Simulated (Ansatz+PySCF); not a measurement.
# singlet CH2S: levels of theory in one basis

```xyz
4

C     0.0098    0.0001   -1.0238
S    -0.0042    0.0088    0.5869
H    -0.0091   -0.9333   -1.6151
H     0.0054    0.9237   -1.6186
```

Basis set: def2-SVP (spherical functions). Correlated methods keep 6 orbitals frozen. Charge 0, multiplicity 1.

Computed with Ansatz (development build ahead of 0.2.0); each method stands on the lowest determinant of its kind that the runs found. NEVPT2 correlates all electrons. Active spaces start from the frontier orbitals, and the lowest solution found is given.

```json
{"method": "RHF", "E − E(RHF) (eV)": "0.00", "<S²> of the determinant": "0.00"}
{"method": "UHF", "E − E(RHF) (eV)": "-0.08", "<S²> of the determinant": "0.30"}
{"method": "RHF-MP2", "E − E(RHF) (eV)": "-7.20", "<S²> of the determinant": "–"}
{"method": "RHF-CCSD", "E − E(RHF) (eV)": "-7.91", "<S²> of the determinant": "–"}
{"method": "UHF-CCSD", "E − E(RHF) (eV)": "-7.90", "<S²> of the determinant": "0.30"}
{"method": "RHF-CCSD(T)", "E − E(RHF) (eV)": "-8.22", "<S²> of the determinant": "–"}
{"method": "UHF-CCSD(T)", "E − E(RHF) (eV)": "-8.19", "<S²> of the determinant": "0.30"}
{"method": "CASSCF(4,3)", "E − E(RHF) (eV)": "-0.85", "<S²> of the determinant": "–"}
{"method": "SC-NEVPT2(4,3)", "E − E(RHF) (eV)": "-7.59", "<S²> of the determinant": "–"}
```

What does UHF-MP2 give on the same scale?

-6.79 eV.

Is a single determinant a sound starting point here?

Only with care. Unrestricted orbitals gain 0.08 eV and <S²> is 0.30 against 0.00 for a pure state, so spin symmetry breaks but gains little energy; restricted orbitals can still serve. The CASSCF(4,3) natural occupations are 2.00, 1.89, 0.12.

Caution for UHF, UHF-MP2, UHF-CCSD, UHF-CCSD(T): the unrestricted determinant is spin contaminated. Caution for UHF-MP2: another reference gives a lower total.
